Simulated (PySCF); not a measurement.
# C5H9N (Pentanenitrile): the cost of one run

Programs: PySCF 2.14.0, with density-fitted response routines of our own. Each step states its level of theory. These are calculated values for one molecule, in the gas phase or a continuum, unless marked as measured. Atoms count from 0, in the outputs and in this text.

### Step 1. The starting structure

15 atoms, charge 0, multiplicity 1; geometry from: GFN2-xTB. The atoms were then displaced at random by about 0.01 Å, so the start is not that level's minimum.

Bonds of the start (Å): C0–C1 1.49, C1–C2 1.52, C2–C3 1.59, C3–C4 1.43, C4–N5 1.13, C0–H6 1.07, C0–H7 1.11, C0–H8 1.13, C1–H9 1.10, C1–H10 1.08, C2–H11 1.09, C2–H12 1.10, C3–H13 1.10, C3–H14 1.07.

### Step 2. Optimising the geometry at PBE0-D3(BJ)/def2-TZVP

The job: settings as JSON, then the geometry in Å.

```
{"job": {"xc": "PBE0", "basis": "def2-TZVP", "d3": "d3bj", "grid": 2, "shake": 0.01, "kind": "geom"}, "charge": 0, "multiplicity": 1}
C     -2.037260    -0.458530    -0.248000
C     -0.612320    -0.573150     0.189300
C      0.135570     0.741130     0.013240
C      1.663170     0.609850     0.422390
C      2.324920    -0.306340    -0.459720
N      2.867160    -1.010010    -1.158870
H     -2.574910    -1.377280    -0.124890
H     -2.095360    -0.144720    -1.306260
H     -2.569500     0.333560     0.354360
H     -0.577560    -0.876400     1.250530
H     -0.124560    -1.350520    -0.387570
H     -0.299890     1.518920     0.645770
H      0.068580     1.074390    -1.030400
H      1.692180     0.232540     1.456600
H      2.124450     1.569170     0.376270
```

Launch:

```
OMP_NUM_THREADS=1 python probes_run.py task.json out
```

The driver reads the jobs from task.json and runs them one after another.

**Question.** How long does this first job take on 1 thread of Intel Xeon Platinum 8259CL at 2.50GHz, shared host, and how much memory does it need?

About 3.8 min, with a peak of 1.1 GiB.
